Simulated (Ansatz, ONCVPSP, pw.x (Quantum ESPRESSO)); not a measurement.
# Pm (sc): variants of one ONCV potential in the solid

```
Element                 : Pm
Generator               : ONCVPSP 4.0.1.1 (patched build)
Type                    : optimised norm-conserving Vanderbilt (ONCV)
Functional              : LDA (Perdew-Wang 92)
Relativity              : scalar-relativistic
Frozen core             : [Kr] 4d10
Valence charge          : 15
Reference configuration : 4f4.5 5s2 5p6 5d0.5 6s2
Partial waves           : 5s+6s: rc 2.20 bohr, ncon 4, nbas 8, qcut 6.1 1/bohr, 3 projectors, debl 0.3 Ha; 5p: rc 2.20 bohr, ncon 4, nbas 8, qcut 7.2 1/bohr, 1 projector; 5d: rc 4.00 bohr, ncon 3, nbas 8, qcut 4 1/bohr, 1 projector; 4f: rc 1.60 bohr, ncon 4, nbas 9, qcut 11.8 1/bohr, 1 projector
Local potential         : polynomial inside 1.40 bohr (lpopt 3, dvloc0 0 Ha)
Core correction         : Teter function, fcfact 1.75, rcfact 1.25
```

Crystal test: sc Pm in pw.x 7.5, no spin, 13³ k-points, Fermi–Dirac smearing 0.01 Ry, cutoffs set for each file from its atomic test. The reference is all-electron LAPW (Ansatz 0.2.0) with the same functional, mesh and smearing; V0 and B0 come from Birch–Murnaghan fits to the pressures at five volumes. Errors are pseudo minus all-electron; Δ is the rms difference of the E(V) curves that follow from these fits, minima aligned, over ±6 % about the mean V0. Mesh and smearing are coarse, so the numbers serve the comparison and aren't converged zero-temperature values; the lattice is a test structure that the element need not adopt. Spin polarisation and strong correlation are left out, which matters for this element.

All-electron: a0 = 2.518 Å (V0 = 15.97 Å³/atom), B0 = 171.4 GPa.

Base: The largest radius (4.00 bohr) exceeds half the bond length (2.38 bohr), so the spheres overlap, which is one possible source of error among others. This is a poor potential for the solid. Atomic configuration tests: tests left out (the all-electron energies of this program are off by 10 to 40 meV for near-neutral 4f atoms).

1 further variants are left out: they gave no file fit for a test, a broken result, the same result as the base, or pressures whose basis-set error rivals the error shown.

A dash in a converged row means that the minimum lies outside the volumes sampled.

```json
{"change": "base", "cutoffs (Ry)": "140/560", "pw.x": "converged", "a0 (Å)": "–", "a0 error (%)": "–", "B0 error (%)": "–", "Δ (meV/atom)": "–", "mean pressure error (GPa)": "-17.56"}
{"change": "d: qcut 3.2", "cutoffs (Ry)": "140/560", "pw.x": "converged", "a0 (Å)": "–", "a0 error (%)": "–", "B0 error (%)": "–", "Δ (meV/atom)": "–", "mean pressure error (GPa)": "-46.58"}
{"change": "d: qcut 4.2", "cutoffs (Ry)": "140/560", "pw.x": "converged", "a0 (Å)": "–", "a0 error (%)": "–", "B0 error (%)": "–", "Δ (meV/atom)": "–", "mean pressure error (GPa)": "-13.65"}
{"change": "d: qcut 5", "cutoffs (Ry)": "140/560", "pw.x": "converged", "a0 (Å)": "2.487", "a0 error (%)": "-1.25", "B0 error (%)": "+4.6", "Δ (meV/atom)": "22.9", "mean pressure error (GPa)": "-6.09"}
{"change": "d: qcut 5.6", "cutoffs (Ry)": "140/560", "pw.x": "converged", "a0 (Å)": "2.496", "a0 error (%)": "-0.90", "B0 error (%)": "+2.8", "Δ (meV/atom)": "16.5", "mean pressure error (GPa)": "-4.48"}
```
